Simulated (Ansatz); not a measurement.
**HNO2 (nitrous acid): SVWN5/STO-3G**

Aim: the vertical ionisation energy of HNO2 (nitrous acid) at SVWN5/STO-3G, from 2 runs. 

Program for the calculation: Ansatz 0.2.0.

61 further runs of the same task are left out: 1 that didn't finish, 60 set aside as unsound or not needed.

### Step 1. Starting point

The species is HNO2 (4 atoms), meant as a singlet with charge 0. As SMILES, `O=NO`. The shape is that of a PBE0-D4/def2-TZVP optimisation.

Bond lengths: O1–N2 1.162 Å, N2–O3 1.397 Å, O3–H4 0.967 Å. Angles: O1–N2–O3 111.2°, N2–O3–H4 102.9°.

### Step 2. A single-point energy at SVWN5/STO-3G

The input, input.yaml:

```yaml
basis:
  gaussian: {orbitals: STO-3G}
crystal:
  periodic: [false, false, false]
  atoms:
    - {symbol: O, position_ang: [0.413650, 0.047230, 1.437260]}
    - {symbol: "N", position_ang: [0.320150, -0.419400, 0.377370]}
    - {symbol: O, position_ang: [-0.362650, 0.434660, -0.492650]}
    - {symbol: H, position_ang: [-0.371140, -0.062490, -1.321980]}
hamiltonian: {xc: {name: SVWN5}}
accuracy: high
```

On the command line:

```bash
$ ansatz run input.yaml --threads 1 --pin off --max-ram 3480MiB --events-out events.jsonl --progress --plain --runs-dir runs
```

Log:

```text
Warning: RAYON_NUM_THREADS=1 ignored (pool sized by the plan → 1); use --threads N
Functional definition: SVWN5
  name "SVWN5"
  exchange = slater_x
  correlation = vwn5_c
275 factors; integrals over basis functions are off by at most 2.3e-8 eV
mean field evaluation 1: about -5478.4445 eV, gradient 1.6e1 eV
mean field evaluation 2: about -5475.7987 eV, gradient 3.8e1 eV
mean field evaluation 4: about -5479.1941 eV, gradient 4.5e0 eV
mean field evaluation 8: about -5479.2129 eV, gradient 1.1e-1 eV
mean field evaluation 16: about -5479.2130 eV, gradient 1.0e-6 eV
mean field -5479.21296881 eV, -201.3573626597 hartree, gradient 7.7e-8 eV, S^2 0.000000; 0 other end points of the search recorded, 0 dependent functions left out
reference -5479.21296997 eV, -201.3573627024 hartree; 12, 12 occupied and 4, 4 virtual orbitals, 275 factors
Total energy: -5479.21296997 eV, -201.3573627024 hartree
```

Wall time 0.28 s (1 thread of Intel Xeon 6975P-C (Granite Rapids), shared host).

### Step 3. The doublet cation

The input, job.yaml:

```yaml
crystal:
  periodic: [false, false, false]
  atoms:
    - {symbol: O, position_ang: [0.413650, 0.047230, 1.437260]}
    - {symbol: N, position_ang: [0.320150, -0.419400, 0.377370]}
    - {symbol: O, position_ang: [-0.362650, 0.434660, -0.492650]}
    - {symbol: H, position_ang: [-0.371140, -0.062490, -1.321980]}
basis:
  gaussian:
    orbitals: STO-3G
hamiltonian:
  xc: {name: SVWN5}
total_charge: 1
accuracy: high
magnetization:
  spin_polarized: true
  initial_magnetization: 1
```

On the command line:

```bash
$ ansatz run job.yaml --threads 1 --pin off --max-ram 3480MiB --events-out events.jsonl --progress --plain --runs-dir runs
```

Log:

```text
Warning: RAYON_NUM_THREADS=1 ignored (pool sized by the plan → 1); use --threads N
Functional definition: SVWN5
  name "SVWN5"
  exchange = slater_x
  correlation = vwn5_c
275 factors; integrals over basis functions are off by at most 2.3e-8 eV
mean field evaluation 1: about -5469.7128 eV, gradient 1.5e1 eV
mean field evaluation 2: about -5437.4841 eV, gradient 7.8e1 eV
mean field evaluation 4: about -5470.9980 eV, gradient 4.4e0 eV
mean field evaluation 8: about -5471.0486 eV, gradient 6.2e-2 eV
mean field evaluation 16: about -5471.0486 eV, gradient 1.5e-6 eV
mean field -5471.04861011 eV, -201.0573280115 hartree, gradient 2.1e-8 eV, S^2 0.751521; 1 other end points of the search recorded, 0 dependent functions left out
reference -5471.04861125 eV, -201.0573280533 hartree; 12, 11 occupied and 4, 5 virtual orbitals, 275 factors
Total energy: -5471.04861125 eV, -201.0573280533 hartree
```

Wall time 0.48 s (1 thread of Intel Xeon 6975P-C (Granite Rapids), shared host); peak memory 0.11 GiB.

### Step 4. What came out

At SVWN5/STO-3G:

```
                                          quantity          value
                        singlet HNO2: total energy  -201.35736 Eh
                      doublet cation: total energy  -201.05733 Eh
                              doublet cation: ⟨S²⟩          0.752
vertical ionisation energy (to the doublet cation)       8.164 eV
```

In words: Removing an electron at fixed nuclei costs 8.16 eV (188 kcal/mol). In a minimal basis such a difference can be off by several eV, whatever the method.
